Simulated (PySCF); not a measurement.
CH₂O, SMILES C=O. Heavy atoms are numbered as in [CH2:1]=[O:2]. Hydrogens are named by the atom that carries them.

Coordinates come from a PBE0-D3(BJ)/def2-TZVPD optimisation.

Level of theory: r2SCAN/def2-TZVPD (PySCF).

Mulliken values depend strongly on the basis, most of all with diffuse functions as here. Atomic charges (e), one atom of each kind:

```tsv
atom	IAO	Mulliken
C1 (CH2)	0.14	0.00
O2	-0.36	-0.38
H on C1	0.11	0.19
```
